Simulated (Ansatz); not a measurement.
**Si₂HS− (SMILES [Si-]#[Si]S): functionals against CCSD(T) at one geometry**

Aim: energy, forces and dipole at a structure displaced at random from a GFN2-xTB minimum, from CCSD(T) and from density functionals.

Program: Ansatz 0.2.0, Gaussian basis. Level of theory: single points in def2-TZVPPD. These are calculated values, not measurements.

Cores are frozen in the correlated methods.

## 1. Where the work starts

SMILES `[Si-]#[Si]S`, 4 atoms, charge -1, spin multiplicity 1.

Atoms are counted from 1 here; the program's logs count them from 0.

Bond lengths: Si1–Si2 2.087 Å, Si2–S3 2.357 Å, S3–H4 1.428 Å. Angles: Si1–Si2–S3 91.3°, Si2–S3–H4 115.5°.

Geometry (Å):

```
Si   -1.70350    0.05860    0.77380
Si   -0.52390    1.49380   -0.17640
S     1.19380   -0.07870   -0.53750
H     0.90810   -1.41040   -0.10820
```

## 2. CCSD(T)/def2-TZVPPD

run/in.yaml reads:

```yaml
crystal:
  periodic: [false, false, false]
  atoms:
    - {symbol: Si, position_ang: [-1.703500, 0.058600, 0.773800]}
    - {symbol: Si, position_ang: [-0.523900, 1.493800, -0.176400]}
    - {symbol: S, position_ang: [1.193800, -0.078700, -0.537500]}
    - {symbol: H, position_ang: [0.908100, -1.410400, -0.108200]}
basis:
  gaussian: {orbitals: "def2-TZVPPD.json"}
total_charge: -1
correlation: {method: ccsd_t}
output: {forces: true}
```

The basis file named in the input lies beside it (Basis Set Exchange, JSON).

No record of the launch command was kept for these runs.

## 3. PBE0-D4/def2-TZVPPD

run/in.yaml: that of step 2 with these lines changed.

```diff
@@ -10,3 +10,3 @@
 total_charge: -1
-correlation: {method: ccsd_t}
-output: {forces: true}
+hamiltonian: {xc: pbe0, dispersion: d4}
+output: {forces: true, orbitals: {seedname: orbitals}}
```

## 4. wB97M-V/def2-TZVPPD

run/in.yaml: that of step 3 with these lines changed.

```diff
@@ -10,3 +10,3 @@
 total_charge: -1
-hamiltonian: {xc: pbe0, dispersion: d4}
-output: {forces: true, orbitals: {seedname: orbitals}}
+hamiltonian: {xc: {name: wB97M-V}}
+output: {forces: true}
```

## 5. r2SCAN-D4/def2-TZVPPD

run/in.yaml: that of step 4 with these lines changed.

```diff
@@ -10,3 +10,3 @@
 total_charge: -1
-hamiltonian: {xc: {name: wB97M-V}}
+hamiltonian: {xc: r2scan, dispersion: d4}
 output: {forces: true}
```

## 6. PBE-D4/def2-TZVPPD

run/in.yaml: that of step 5 with these lines changed.

```diff
@@ -10,3 +10,3 @@
 total_charge: -1
-hamiltonian: {xc: r2scan, dispersion: d4}
+hamiltonian: {xc: pbe, dispersion: d4}
 output: {forces: true}
```

## 7. LC-wPBE/def2-TZVPPD

run/in.yaml: that of step 6 with these lines changed.

```diff
@@ -10,3 +10,3 @@
 total_charge: -1
-hamiltonian: {xc: pbe, dispersion: d4}
+hamiltonian: {xc: {name: LC-wPBE}}
 output: {forces: true}
```

## 8. B97M-V/def2-TZVPPD

run/in.yaml: that of step 7 with these lines changed.

```diff
@@ -10,3 +10,3 @@
 total_charge: -1
-hamiltonian: {xc: {name: LC-wPBE}}
+hamiltonian: {xc: {name: B97M-V}}
 output: {forces: true}
```

(Steps that only read results are left out.)

Before running it: what results should come out? Wanted: RMS force component; RMS force error; HOMO and LUMO, PBE0-D4; T1 diagnostic.

The runs gave:

```
              quantity                                                                                          value
   RMS force component                                                           0.943 to 1.089 eV/Å over the methods
       RMS force error  PBE0-D4 0.166, wB97M-V 0.203, r2SCAN-D4 0.171, PBE-D4 0.194, LC-wPBE 0.354, B97M-V 0.156 eV/Å
HOMO and LUMO, PBE0-D4                                                                              -0.60 and 1.75 eV
         T1 diagnostic                                                                                          0.024
```

The forces of B97M-V come nearest to CCSD(T), those of LC-wPBE are farthest. Frozen-core CCSD(T) forces in triple zeta carry basis errors of their own, and this is one geometry, so small gaps rank nothing. The restricted Hartree–Fock reference is unstable towards an unrestricted one at one or more of these structures.
